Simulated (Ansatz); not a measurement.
# hcp Tc

All values below come from PBE0-D3(BJ) in Ansatz (plane waves, PAW).

Run with plane-wave cutoff 460 eV, 12×12×6 k mesh (along the axes of the cell as run), Fermi–Dirac smearing 0.05 eV, no spin polarisation, scalar-relativistic PAW data made under PBE.

Cell (relaxed at this level):

```cif
data_Tc2
_chemical_formula_sum 'Tc2'
_space_group_name_H-M_alt 'P63/mmc'
_space_group_IT_number 194
_space_group_name_Hall '-P 6c 2c'
_cell_length_a 2.69634
_cell_length_b 2.69634
_cell_length_c 4.31257
_cell_angle_alpha 90.000
_cell_angle_beta 90.000
_cell_angle_gamma 120.000
loop_
_atom_site_label
_atom_site_type_symbol
_atom_site_symmetry_multiplicity
_atom_site_Wyckoff_symbol
_atom_site_fract_x
_atom_site_fract_y
_atom_site_fract_z
_atom_site_occupancy
Tc1 Tc 2 c 0.33333 0.66667 0.25000 1
```

```
Property              Value
------------------  -------
lattice constant a  2.696 Å
c axis length       4.313 Å
```

Measured, for comparison: lattice constant a 2.741 Å, lattice parameter c 4.399 Å (293 K, not corrected to a static lattice; as tabulated in Wikipedia's data pages). Computed (rounded) less measured: lattice constant a -1.6 %, lattice parameter c -2.0 %. A static lattice is as a rule a little smaller and stiffer than an uncorrected measurement, which narrows the difference in the lattice constant a, lattice parameter c and would widen misses of the other sign.

The computed numbers hold no vibrational or temperature effects.

Computing time: around 50 core-minutes (rough).

Ansatz is a first-principles code.
